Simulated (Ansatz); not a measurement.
# SiCO+ (doublet): wave-function methods side by side, def2-TZVPP

One table from this session's results is given with a row withheld; the runs are named, their logs left out.

Method: def2-TZVPP, core rule «outside noble gas», up to 7 orbitals frozen; program: Ansatz 0.2.0, Gaussian basis.

The runs, in order: UHF; ROHF; CCSD(T) on UHF.

2 further runs of the same task are left out: 2 set aside as unsound or not needed.

**What is computed**

The geometry is a PBE0/def2-TZVP stationary point (not a proven minimum) of the parent state, kept for this charge and spin.

3 atoms, charge 1, spin multiplicity 2.

Atoms are counted from 1 here; the program's logs count them from 0.

Bond lengths: C1–Si2 1.836 Å, Si2–O3 1.510 Å. Angles: C1–Si2–O3 180.0°.

The first run:

Input file in.yaml:

```yaml
crystal:
  periodic: [false, false, false]
  atoms:
    - {symbol: C, position_ang: [0.000000, 0.000000, 1.727200]}
    - {symbol: Si, position_ang: [0.000000, 0.000000, -0.108700]}
    - {symbol: O, position_ang: [0.000000, 0.000000, -1.618500]}
basis:
  gaussian: {orbitals: def2-TZVPP}
total_charge: 1
magnetization: {spin_polarized: true, initial_magnetization: 1}
hamiltonian: {xc: hf}
output: {orbitals: {seedname: orbitals}}
```

The run is started by

```sh
ansatz run in.yaml --threads 1 --pin off --events-out ev --progress --plain --max-ram 2560MiB --backend cpu
```

Among the steps run: UHF; ROHF; CCSD(T) on UHF.

One table of the session follows, with a row left open; its other results are not shown here.

It belongs to the step «Misses and costs». 

```
  method  from UCCSD(T) (kJ/mol)
    ROHF                 +1235.5
     UHF                 +1178.9
    UMP2                  +116.5
   UCCSD                       ?
UCCSD(T)                       0
```

Q: Estimate the row for UCCSD from the others.

**Answer.** from UCCSD(T) (kJ/mol): +69.5. In the column «from UCCSD(T) (kJ/mol)» it lies between UCCSD(T) (0) and UMP2 (+116.5).

To keep in mind: The determinant is far from a pure spin state, so its energy mixes those of several spin states (harmless only where they are near-degenerate, as at dissociation).
